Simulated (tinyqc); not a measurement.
Pariser-Parr-Pople SCF with singles CI, for the molecule Oc1c[cH+]1 (SMILES; centres numbered as the heavy atoms are written), step by step. One step of it, computed by the program tinyqc.

Problem. Singles CI, singlets. Over the 4 single excitations with the smallest orbital gaps: A = (e_a - e_i) delta + 2 (ia|jb) - (ij|ab), with (pq|rs) = sum c_mp c_mq gamma_mn c_nr c_ns. f = 2/3 w |mu|^2 in atomic units, mu = sqrt2 sum c_ia sum_m c_mi c_ma R_m.

orbital energies (eV): -20.360520  -17.114230  -6.431588  -6.137926

coefficients:
```
         MO1        MO2        MO3        MO4
1O  0.603536   0.740517   0.000000  -0.295600
2C  0.579537  -0.152792   0.000000   0.800495
3C  0.387222  -0.462758   0.707107  -0.368666
4C  0.387222  -0.462758  -0.707107  -0.368666
```

repulsion gamma_rs (eV):
```
           1O         2C         3C         4C
1O  21.500000   6.308436   4.014652   4.014652
2C   6.308436  11.130000   5.346287   5.346287
3C   4.014652   5.346287  11.130000   5.345539
4C   4.014652   5.346287   5.345539  11.130000
```

Centres (angstrom, eV; a flat drawing with bonds scaled to 1.40 angstrom):

| centre | x | y | core charge z | W | gamma_rr |
|---|---|---|---|---|---|
| 1O | 1.656000 | 0.000000 | 2 | 33.000000 | 21.500000 |
| 2C | 0.256000 | 0.000000 | 1 | 11.160000 | 11.130000 |
| 3C | -0.956000 | 0.700000 | 1 | 11.160000 | 11.130000 |
| 4C | -0.956000 | -0.700000 | 1 | 11.160000 | 11.130000 |

Give: singlet CI matrix; singlet excitation energies; oscillator strengths.

Solution.

singlet CI matrix (eV):
```
         2>3      2>4      1>3      1>4
2>3   7.3056   0.0000  -0.4416   0.0000
2>4   0.0000   7.2363   0.0000  -0.2848
1>3  -0.4416   0.0000   9.9353   0.0000
1>4   0.0000  -0.2848   0.0000  10.1950
```

singlet excitation energies (eV): 7.2092  7.2334  10.0074  10.2222

oscillator strengths: 0.6316  0.1928  0.3581  0.0482
